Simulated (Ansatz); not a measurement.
Fluorite SrCl₂, treated with HSE06-D3(BJ) in Ansatz (plane waves, PAW).

Settings: plane-wave cutoff 460 eV, 6×6×6 k mesh, Fermi–Dirac smearing 0.01 eV, scalar-relativistic PAW data made under PBE.

Cell (relaxed at this level):

```yaml
crystal:
  lattice:
    - [0.00000, 3.45124, 3.45124]
    - [3.45124, 0.00000, 3.45124]
    - [3.45124, 3.45124, 0.00000]
  atoms:
    - { symbol: Sr, position: [0.00000, 0.00000, 0.00000] }
    - { symbol: Cl, position: [0.25000, 0.25000, 0.25000] }
    - { symbol: Cl, position: [0.75000, 0.75000, 0.75000] }
```

**Question.** Predict the pressure derivative B′ of the bulk modulus, Γ–Γ gap and band gap.

**Answer.** 
* **pressure derivative B′ of the bulk modulus**: 4.5
* **Γ–Γ gap**: 7.13 eV
* **band gap**: 6.75 eV (on the SCF k mesh)

Measured, for comparison: band gap 7.5 eV (temperature not stated, not corrected to a static lattice; as tabulated in Aguado et al. (1999), arXiv:cond-mat/9901145).

Spin–orbit coupling is not included.

The computed numbers hold no vibrational or temperature effects.

It cost around 5 core-minutes (rough) of CPU time.

Ansatz is a program for electronic structure.
